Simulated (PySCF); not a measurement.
Bond stretch in HCl, singlet.

- RHF/cc-pVDZ (PySCF)
- RKS-PBE = PySCF with restricted PBE/cc-pVDZ
- UKS-CAM-B3LYP = unrestricted CAM-B3LYP/cc-pVDZ (PySCF)

Magnitude of the dipole moment (D; its direction can reverse along the curve, and a method can change to another solution) and Mulliken charge of the fragment that holds Cl1:

| R / Å | μ RHF | q RHF | μ RKS-PBE | q RKS-PBE | μ UKS-CAM-B3LYP | q UKS-CAM-B3LYP |
|---|---|---|---|---|---|---|
| 0.95 | 1.07 | 0.06 | 1.04 | 0.06 | 1.05 | 0.07 |
| 1.02 | 1.14 | -0.02 | 1.10 | -0.02 | 1.11 | -0.01 |
| 1.09 | 1.21 | -0.08 | 1.16 | -0.08 | 1.18 | -0.07 |
| 1.15 | 1.28 | -0.12 | 1.21 | -0.11 | 1.24 | -0.11 |
| 1.20 | 1.33 | -0.14 | 1.26 | -0.14 | 1.28 | -0.13 |
| 1.25 | 1.39 | -0.16 | 1.30 | -0.15 | 1.33 | -0.15 |
| 1.28 | 1.42 | -0.17 | 1.32 | -0.16 | 1.36 | -0.16 |
| 1.31 | 1.45 | -0.18 | 1.35 | -0.17 | 1.38 | -0.17 |
| 1.36 | 1.51 | -0.20 | 1.39 | -0.18 | 1.43 | -0.18 |
| 1.41 | 1.56 | -0.21 | 1.43 | -0.19 | 1.47 | -0.19 |
| 1.50 | 1.65 | -0.22 | 1.49 | -0.20 | 1.55 | -0.20 |
| 1.58 | 1.74 | -0.23 | 1.55 | -0.21 | 1.61 | -0.21 |
| 1.72 | 1.88 | -0.24 | 1.64 | -0.21 | 1.72 | -0.21 |
| 1.94 | 2.10 | -0.24 | 1.76 | -0.20 | 1.88 | -0.21 |
| 2.12 | 2.29 | -0.24 | 1.85 | -0.19 | 1.76 | -0.18 |
| 2.31 | 2.50 | -0.23 | 1.95 | -0.18 | 1.47 | -0.14 |
| 2.57 | 2.79 | -0.23 | 2.07 | -0.17 | 1.04 | -0.09 |
| 2.81 | 3.08 | -0.23 | 2.20 | -0.16 | 0.69 | -0.05 |
| 3.13 | 3.47 | -0.23 | — | — | 0.34 | -0.02 |
| 3.46 | 3.87 | -0.23 | — | — | 0.14 | -0.01 |
| 3.87 | 4.38 | -0.24 | — | — | 0.04 | 0.00 |
| 4.50 | 5.11 | -0.24 | — | — | 0.01 | 0.00 |
| 5.17 | 5.79 | -0.23 | — | — | 0.00 | 0.00 |

Dashes: no converged value, or the column stops at the first point that the program doubted or that broke a chosen test of continuity, which isn't proof of a fault.

The restricted form behind RHF, RKS-PBE keeps the bonding electrons paired and can't separate into open-shell fragments. The unrestricted determinant behind UKS-CAM-B3LYP is spin-contaminated at 2.12 to 5.17 Å (<S²> up to 1.0, against 0.00 for a pure singlet).
